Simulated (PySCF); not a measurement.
**Static response to an electric field**

Compound: C6H10.
Numbering: `[CH2:1]=[C:2]([CH3:3])/[CH:4]=[CH:5]\[CH3:6]` (hydrogens: H7, H8 on C1; H9, H10, H11 on C3; H12 on C4; H13 on C5; H14, H15, H16 on C6)

Cartesian coordinates in Å at the GFN2-xTB level; atoms count from 1:
```
atom  x, y, z in Å
C1    -1.9503    0.5443    1.3101
C2    -0.9452    0.2174    0.4953
C3    -1.2229   -0.4818   -0.8023
C4     0.4145    0.5699    0.8829
C5     1.5914    0.3112    0.3090
C6     1.8953   -0.4537   -0.9399
H7    -1.7826    1.0461    2.2482
H8    -2.9752    0.3172    1.0701
H9    -0.7717    0.0550   -1.6332
H10   -2.2955   -0.5459   -0.9709
H11   -0.8212   -1.4933   -0.7887
H12    0.4466    1.1457    1.8012
H13    2.4673    0.7142    0.8030
H14    1.6174    0.1218   -1.8232
H15    2.9617   -0.6589   -0.9982
H16    1.3627   -1.4002   -0.9745
```

Level: wB97X-D/def2-SVPD (PySCF), static field, nuclei fixed, core orbitals frozen in the response. The polarisability tensor in these axes (au):

```
x   101.85  -5.04 -16.30
y    -5.04  57.71  10.22
z   -16.30  10.22  73.26
```

Diagonalise the tensor; give its mean and Δα, where Δα² is half the sum of the squared differences of the eigenvalues.

Principal values 52.45, 69.64 and 110.73 au; mean 77.61 au = 11.50 Å³ = 12.80 × 10⁻⁴⁰ C²·m²/J; Δα = 51.87 au (67 % of the mean).

What is the dipole moment, and where does it point?

(0.31, -0.28, -0.58) D, 0.72 D in size, pointing from the negative to the positive side. Measured along this direction, the outermost atoms are H7 at the negative end and H15 at the positive end.

Directions of the eigenvectors, and the extent of the frame along each?

Largest value along (0.89, -0.17, -0.43), where the nuclei span 6.32 Å; middle along (0.46, 0.46, 0.76), 4.14 Å; least along (-0.07, 0.87, -0.48), 1.76 Å. The response follows the extents in order.

Refractivity n − 1 of an ideal gas of it at 500 K and 1 atm, from the electronic α?

N = p/kT = 1.4678 × 10¹⁹ cm⁻³, so n − 1 = 2π × N × 11.50 × 10⁻²⁴ cm³ = 1061 × 10⁻⁶ at long wavelengths, for an ideal gas.

How large is μ²/3kT at 273 K beside α?

In Gaussian units μ²/3kT = 4.56 Å³ against 11.50 Å³, a ratio of 0.40; the Debye molar polarisation (4π/3)N_A(α + μ²/3kT) is 40.5 cm³/mol, leaving out the vibrational part.

Sum over states: ᾱ = Σ f/ω², ω in Eh. What share falls to these 8 lowest TDDFT singlets (eV, f)? 5.68, 0.6343; 6.48, 0.0001; 7.21, 0.0138; 7.27, 0.0020; 7.31, 0.0153; 7.38, 0.0069; 7.65, 0.0112; 8.05, 0.0007.

They add up to 15.24 au, 19.6 % of the 77.61 au; the largest single term is 14.56 au, from the state at 5.68 eV. Terms in order: 14.56, 0.00, 0.20, 0.03, 0.21, 0.09, 0.14, 0.01 au. Higher excitations give the rest. The strengths listed sum to 0.684.

What molar refraction does this α imply?

Lorentz–Lorenz: R = (4π/3)N_A α = 2.5225 cm³/(mol·Å³) × 11.50 Å³ = 29.0 cm³/mol, in the limit of long wavelengths.

The structure is a single GFN2-xTB conformer in the gas phase; no vibrational or solvent corrections.

The pairwise dispersion term of wB97X-D wasn't added to the energies; at a given geometry it leaves orbitals and properties as they are.
